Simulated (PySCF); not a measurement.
## Structure from NMR data

The spectra below were simulated for a compound C$_{4}$H$_{5}$NO.

$^{1}$H NMR (300 MHz, computed): δ 7.73 (m, 1H), 7.47 (m, 1H), 2.21 (s, 3H).

$^{13}$C{$^{1}$H} NMR (computed): δ 157.2 (CH), 146.5 (C), 140.3 (CH), 14.6 (CH3).

- structure optimised with PBE0-D3(BJ)/def2-TZVP
- shieldings: GIAO B97-2/pcSseg-2
- run in PySCF
- a single conformation, fast rotation and ring inversion assumed for equivalent nuclei, no solvent, non-relativistic

References, each an isolated molecule treated in the same way: $^{1}$H (σref 31.64) and $^{13}$C (σref 185.38) vs TMS.

Task: Deduce the structure.

Result: 
1. The formula gives 3 degrees of unsaturation (1 ring in the answer).
2. 4 carbon signals for 4 carbons: no two carbons are equivalent.
3. Carbon types of the structure: 1 × C, 2 × CH, 1 × CH3, which accounts for all hydrogens.
4. δC 157.2: aromatic CH between two ring heteroatoms.
5. δC 146.5: substituted aromatic carbon next to a ring nitrogen.
6. δC 140.3: aromatic CH next to the ring oxygen.
7. δC 14.6: methyl carbon on an aromatic ring; a saturated carbon with 1 carbon neighbour and no heteroatom attached.
8. δH 7.73: hydrogen on an aromatic CH between two ring heteroatoms; it sits in the deshielding region of the aromatic ring current.
9. δH 7.47: hydrogen on an aromatic CH next to the ring oxygen; it sits in the deshielding region of the aromatic ring current.
10. δH 2.21: hydrogen on a methyl carbon on an aromatic ring; benzylic-type position, deshielded by the ring.

The compound is 4-Methyloxazole (Cc1cocn1).

The data come from this structure; uniqueness wasn't tested.

Shifts are as computed. Against solution values, carbons near 30 ppm lie about +3 ppm off and those near 130 ppm about +7 ppm. Of 1211 compounds with measured shifts, 218 miss one by over three times the rms of a fit or turn the order of signals round; such compounds aren't used in these exercises. No couplings were computed; multiplicities are counted from neighbouring protons, with m where these are inequivalent, close in shift, in a saturated or five-membered ring or joined by F or P, and br s for small geminal =CH2 splittings.
